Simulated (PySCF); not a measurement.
Compound: C5H11S (doublet state).
SMILES with atom numbers: `[CH2:1][CH2:2][CH2:3][CH2:4][CH2:5][SH:6]` (hydrogens: H7, H8 on C1; H9, H10 on C2; H11, H12 on C3; H13, H14 on C4; H15, H16 on C5; H17 on S6)

Geometry (GFN2-xTB, Å), atoms numbered from 1 in this order:
```
atom  x, y, z in Å
C1     2.9040    0.4534    0.0267
C2     1.4978    0.8846   -0.0316
C3     0.5281   -0.2909   -0.1982
C4    -0.9259    0.1742   -0.2190
C5    -1.8792   -0.9971   -0.3881
S6    -3.6247   -0.4616   -0.4608
H7     3.6910    1.0907   -0.3239
H8     3.1639   -0.4809    0.4845
H9     1.3566    1.6016   -0.8458
H10    1.2246    1.4172    0.8956
H11    0.6743   -0.9961    0.6228
H12    0.7574   -0.8130   -1.1293
H13   -1.1542    0.6972    0.7140
H14   -1.0762    0.8790   -1.0397
H15   -1.7826   -1.7148    0.4270
H16   -1.7065   -1.5101   -1.3339
H17   -3.6553    0.0787    0.7561
```

The hyperfine couplings belong to this conformer and change with its torsions.

Level of theory: UKS B3LYP, pcH-1 on C H S, non-relativistic, mean-field spin-orbit, GIAO in PySCF. Geometry: GFN2-xTB, one conformer, isolated molecule. A GFN2-xTB geometry isn't a minimum of the functional, and hyperfine couplings can be far from their values at a DFT geometry. No stability test was run, so a lower SCF solution isn't excluded.

Question: Break the g tensor into its mass correction, gauge correction and orbital-Zeeman/spin–orbit terms.

Answer: 
```tsv
Δg (ppm)	1	2	3
relativistic mass correction	-135	-135	-135
gauge correction	6	35	16
orbital Zeeman/spin–orbit	5	542	704
total	-123	443	586
```

So g = 2.00220, 2.00276, 2.00290 and g_iso = 2.00262; the tensor is rhombic: the two nearest values differ by 20 % of g3 − g1. Axes: g2 points within 13° of the C1–C2 bond.

Question: What are the electron Larmor frequencies g μB B/h along the three axes at 330 mT?

Answer: 9.2477, 9.2503, 9.2509 GHz for g1, g2 and g3, a range of 3.3 MHz.

Question: Average each term over the three axes. Which is largest in size?

Answer: The orbital-Zeeman/spin–orbit term 417, the mass correction -135 and the gauge correction 19 ppm, for a total of 302 ppm. The orbital-Zeeman/spin–orbit term is the largest in size. The mass correction is the same along every axis, so the anisotropy comes from the other two: their spans along these axes are 29 (gauge) and 699 ppm (orbital Zeeman/spin–orbit).

Question: What effective moment and Curie constant follow for a powder?

Answer: With the mean of g² = 4.0105 and S(S+1) = 0.75: μ_eff = √(⟨g²⟩S(S+1)) = 1.734 μB and χT = 0.12505·⟨g²⟩·S(S+1) = 0.376 cm³ K/mol (cgs; spin-Hamiltonian part alone).

Question: In a frozen sample, at which fields do the three g values resonate at 9.5, 34, 94 and 263 GHz (hyperfine left aside), and which band first spreads them over more than twice a line width of 1.0 mT?

Answer: 
```tsv
band	GHz	B(g3) mT	B(g2) mT	B(g1) mT	spread mT
X	9.5	338.88	338.91	339.00	0.12
Q	34.0	1212.85	1212.94	1213.28	0.43
W	94.0	3353.17	3353.41	3354.36	1.19
J	263.0	9381.75	9382.42	9385.07	3.32
```

The spread grows in proportion to the frequency. J band is the first where it exceeds 2.0 mT.

The Mulliken spin populations are largest on C1 (+1.08), C2 (-0.09) and H10 (+0.06). No atom but C1 exceeds +0.15. The positive populations add up to 1.18 and the negative ones to -0.18, together 2S = 1. The angles at C1 add up to 359.9°, so it is planar; its axial dipolar tensor and the negative couplings of its protons fit spin in a p orbital normal to that plane.

The HOMO–LUMO gaps are 6.09 eV among the α and 4.85 eV among the β orbitals.
